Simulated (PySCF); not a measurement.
Compound: C4H6O.
SMILES with atom numbers: `[CH:1]#[C:2][O:3][CH2:4][CH3:5]` (hydrogens: H6 on C1; H7, H8 on C4; H9, H10, H11 on C5)

Structure used (PBE0-D3(BJ)/def2-TZVP), in Å, numbered top down from 1:
```
atom  x, y, z in Å
C1     1.1048   -0.7815    2.1449
C2     1.1465   -0.1980    1.0969
O3     1.2209    0.4416   -0.0210
C4     0.2432    0.0533   -1.0140
C5    -1.1469    0.4805   -0.6249
H6     1.0816   -1.2918    3.0762
H7     0.3109   -1.0295   -1.1504
H8     0.5819    0.5471   -1.9244
H9    -1.4482    0.0080    0.3119
H10   -1.8537    0.1806   -1.4019
H11   -1.2019    1.5638   -0.5059
```

Level: wB97X-D/pcSseg-2 in PySCF, non-relativistic, on one gas-phase PBE0-D3(BJ)/def2-TZVP geometry that isn't relaxed in the solvent. The solvent is an IEF-PCM continuum (cavity from Bondi-type radii × 1.2). Only the electrostatic response of the medium enters.

Gas phase at wB97X-D/pcSseg-2: HOMO -8.83 eV, LUMO 2.27 eV, dipole 2.25 D.

Q: What does the continuum do to the energy, the frontier levels and the dipole at wB97X-D/pcSseg-2 in chloroform?

A: 
```json
{"solvent": "chloroform", "ε": "4.711", "E(solvent) − E(gas) (kcal/mol)": "-3.08", "polarisation term (kcal/mol)": "-3.39", "distortion of the solute (kcal/mol)": "0.31", "HOMO (eV)": "-8.98", "LUMO (eV)": "2.46", "dipole (D)": "2.65"}
```

The first energy column is the sum of the next two and covers electrostatics alone.

Q: Which radius a makes the point-dipole formula ΔE = −[(ε − 1)/(2ε + 1)]·μ²/a³ give the value in chloroform, with the gas-phase dipole?

A: μ = 0.885 au and |ΔE| = 0.00491 Eh give a = 2.03 Å; the farthest nucleus lies 3.51 Å from the centroid of the nuclei, so such a sphere wouldn't even hold the nuclei. The formula assumes a rigid point dipole at the centre of a sphere.

Q: Give the dipole vector in the frame of the coordinates (D, pointing from negative to positive charge), gas and chloroform.

A: Gas (-1.60, -0.33, -1.55), solvent (-1.85, -0.40, -1.86). Its length changes by +18 % and its direction by 1°.

Time: 31 s wall; peak memory 1.1 GiB. Hardware: an Intel Xeon Platinum 8488C with one thread, no GPU, shared host. This is the whole shielding run at wB97X-D/pcSseg-2 in chloroform, SCF included.

The pairwise dispersion term of wB97X-D wasn't added to the energies; at a given geometry it leaves orbitals and properties as they are.
